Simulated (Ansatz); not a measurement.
Geometry optimisation, RKS r2SCAN-D4/6-31G* (Ansatz 0.2.0).

Input:

```yaml
crystal:
  periodic: [false, false, false]
  atoms:
    - { symbol: B, position_ang: [0.102586, -0.239728, 0.317577] }
    - { symbol: "N", position_ang: [0.065425, -0.805739, 1.670645] }
    - { symbol: H, position_ang: [-0.790316, -1.08728, 2.12641] }
    - { symbol: H, position_ang: [0.892725, -0.925269, 2.236636] }
    - { symbol: H, position_ang: [1.167981, 0.056621, -0.14385] }
    - { symbol: H, position_ang: [-0.92982, -0.140217, -0.284903] }
    - { symbol: Si, position_ang: [-0.391424, 2.812658, 0.947079] }
    - { symbol: H, position_ang: [-1.794037, 2.952965, 0.468396] }
    - { symbol: H, position_ang: [-0.144506, 3.824216, 2.016757] }
    - { symbol: H, position_ang: [0.538827, 3.070568, -0.185796] }
    - { symbol: H, position_ang: [-0.176341, 1.454206, 1.477949] }
basis:
  gaussian: { orbitals: "6-31G*" }
hamiltonian:
  xc: r2scan
  dispersion: d4
relax:
  f_tol: 0.03
  max_steps: 50
```

Launched with:

```bash
$ ansatz run input.yaml --threads 1 --pin off --max-ram 2048MiB --backend cpu --events-out ev --progress --plain --runs-dir out
```

Problem. Where does it end, and by what steps?

Solution. The run converged. The force dipped under the threshold on the way, but the program's further checks kept it going. After 18 steps the energy has fallen by 0.353 eV; H11 moved furthest, 1.00 Å.

```csv
step,energy less start (eV),largest force component (eV/Å),accepted
0,0.0000,2.287,yes
1,-0.2042,0.952,yes
2,-0.2788,0.663,yes
3,-0.3205,0.442,yes
4,-0.3326,0.240,yes
5,-0.3393,0.080,yes
6,-0.3412,0.022,yes
7,-0.3396,0.225,no
8,-0.3432,0.066,yes
9,-0.3444,0.127,yes
10,-0.3463,0.097,yes
11,-0.3482,0.232,yes
12,-0.3445,0.325,no
13,-0.3510,0.062,yes
14,-0.3519,0.033,yes
15,-0.3519,0.136,no
16,-0.3527,0.022,yes
17,-0.3529,0.039,yes
18,-0.3530,0.023,yes
```

```xyz
11
Properties=species:S:1:pos:R:3
B 0.223 -0.430 0.387
N 0.062 -1.218 1.523
H -0.835 -1.404 1.952
H 0.836 -1.656 2.005
H 1.328 -0.260 -0.050
H -0.752 0.053 -0.123
Si -0.463 3.174 0.987
H -1.875 2.901 0.606
H -0.352 4.577 1.477
H 0.422 2.992 -0.192
H -0.051 2.245 2.074
```

Whether the end is a true minimum wasn't checked by a vibrational analysis.

Time of the run: 24 s on 1 thread of AMD EPYC 9R45 96-Core Processor (Zen 5), with other jobs on the host, peak memory 0.16 GiB.
